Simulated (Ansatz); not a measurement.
Mulliken charges of C3H4N2 (`NC1=C=CN1`) from B3LYP/def2-TZVPP in Ansatz (PBE0-D4/def2-TZVP geometry).

```
atom   x (Å)   y (Å)   z (Å)  charge (e)
  N1  -0.879   1.037  -0.598      -0.243
  C2   0.055   0.117  -0.454       0.295
  C3   0.134  -1.227  -0.963      -0.397
  C4   0.717  -1.296   0.274       0.008
  N5   1.039   0.134   0.570      -0.277
  H6  -0.887   1.885  -0.058       0.174
  H7  -1.596   0.883  -1.287       0.203
  H8   0.832  -2.066   1.034       0.128
  H9   0.674   0.487   1.464       0.108
```

Problem. By hand: the dipole of these point charges (1 e Å = 4.8032 D).

Solution. Σ q r = (-0.404, 0.518, 0.257) e Å, of length 0.705 e Å = 3.39 D.

Problem. How does the dipole of the full density compare? (An estimate is asked.)

Solution. Ansatz gave: (-0.433, 0.854, 0.628) e Å, 5.50 D; the point charges give 0.62 times that, at 15° from its direction.

Point charges leave out the atoms' own dipoles, such as those of lone pairs, and Mulliken's split depends on the basis, so the two needn't agree.

B3LYP here is the variant with VWN-RPA as its local correlation; programs differ in this.
